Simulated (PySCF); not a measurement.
Method: PBE-D3(BJ)/def2-TZVP // PBE0-D4/def2-TZVP run with PySCF. Gas-phase values, no solvent. One relaxed conformer stands for a flexible species; it need not be the lowest. 

Reference species (SMILES): `O=[C]C` (neutral, multiplicity 2).

```json
{
 "highest_occupied_spin_orbital": "-4.22 eV"
}
```

Changed species: `O=C(O)[SiH2]` (radical fragment; the reference has radical fragment).

Problem. What does the change do to the highest occupied spin orbital?

Solution. the highest occupied spin orbital falls by 1.31 eV, to -5.53 eV.
